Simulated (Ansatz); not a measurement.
# OF− (singlet): geometry optimisation

Aim: relax a generated start of OF− (singlet) and see which bonds hold.

Program: Ansatz 0.2.0, Gaussian basis. Level of theory: RKS PBE0/def2-TZVPD. These are calculated values, not measurements.

**1. The starting structure**

2 atoms, charge -1, spin multiplicity 1.

Atoms are counted from 1 here; the program's logs count them from 0.

Bond lengths: O1–F2 1.144 Å.

The start is set by covalent radii. Sticks and bond lists go by distance. 

**2. The run**

in.yaml reads:

```yaml
crystal:
  periodic: [false, false, false]
  atoms:
    - {symbol: O, position_ang: [0.000000, 0.000000, 0.000000]}
    - {symbol: F, position_ang: [0.000000, 0.000000, 1.143900]}
basis:
  gaussian: {orbitals: def2-TZVPD}
total_charge: -1
hamiltonian: {xc: pbe0}
relax: {f_tol: 0.004, max_steps: 80}
```

The run is started by

```bash
$ ansatz run in.yaml --threads 1 --pin off --events-out ev --progress --plain --max-ram 2176MiB
```

Before running it: what results should come out? Wanted: energy gained; shift from the start; total energy.

As calculated:

| quantity | value |
| --- | --- |
| steps | 6 |
| energy gained | 2.766 eV |
| shift from the start (rms) | 0.171 Å |
| total energy | -4758.0587 eV |

In words: The bonds of the start are those of the end. O1–F2 went from 1.144 to 1.485 Å. No vibrations were run, so this is a stationary point, not a proven minimum, and this spin need not be the ground state's.
